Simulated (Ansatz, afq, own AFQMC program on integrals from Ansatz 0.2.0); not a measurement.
## AlH$_{3}$F, doublet in cc-pVTZ, levels against AFQMC with the constraint released

```xyz
5

Al   -1.0916    0.0000    0.0000
H    -1.8846    1.3734    0.0000
H    -1.8846   -1.3734    0.0000
H     0.6774    0.0000    0.0000
F     1.7144    0.0000    0.0000
```

Connectivity, by distances: AlH2 ··· F, 1 bridging H.

Basis cc-pVTZ. Only valence electrons are correlated. Integrals, coupled cluster, full CI and functionals: Ansatz 0.2.0; the random walks run on the same integrals in our own AFQMC program. ph-AFQMC/CISD is guided by a CISD state made of CCSD amplitudes; releasing the constraint for a short imaginary time cuts its bias at the price of noise, slowly where states lie close. Error bars are statistical, one sigma.

Determinant: UHF, the one that the program's search chose, which needn't be the lowest solution. The geometry is a point of a scan.

No full CI on the walks' own integrals is used here. The released AFQMC energy serves as the reference, which it does only where one determinant dominates, the energy is flat over the last release times and near the phaseless one (40 meV or 2 meV an electron, half that with transition metals). On small molecules, where full CI could be run and the noise was under 10 meV, such values lay within 10 meV of it in 19 cases of 20, a flattering rate, since the rule was set on those same cases; what remains of the bias isn't in the error bar.

Cautions: the released value is read at 2.40 1/Eh (meV from the phaseless value at times in 1/Eh: 4 ± 6 at 0.24, -7 ± 5 at 0.51, 4 ± 6 at 0.99, 1 ± 9 at 1.62, 7 ± 9 at 2.40).

- T1 diagnostic: 0.0146
- weight of the determinant in the CISD state: 0.891
- ⟨S²⟩ of the determinant: 0.762
- size of the correlated space: 13 electrons in 100 orbitals

| level | correlation energy (eV) |
| --- | --- |
| MP2 | -9.6100 |
| CCSD | -10.1571 |
| CCSD(T) | -10.4222 |

Question: Estimate where phaseless AFQMC with the Hartree–Fock trial lies against CCSD(T) on the same integrals.

Answer: 6.1 ± 2.6 kJ/mol below CCSD(T).

Reference: AFQMC with the constraint released, correlation energy -10.442 ± 0.009 eV.

| level | E − E(reference) (kJ/mol) | share of correlation (%) |
| --- | --- | --- |
| CCSD(T) | 1.9 ± 0.8 | 99.81 |
| ph-AFQMC/HF | -4.2 ± 2.8 | 100.41 |
| ph-AFQMC/CISD | -0.7 ± 1.1 | 100.07 |

A walk keeps the symmetry of its determinant, which the program's search chose and which needn't be the lowest solution, so a lower state of the same spin and another symmetry isn't excluded. Released energies are given only where the last usable release times agree within the noise; a slower fall can still hide under it.
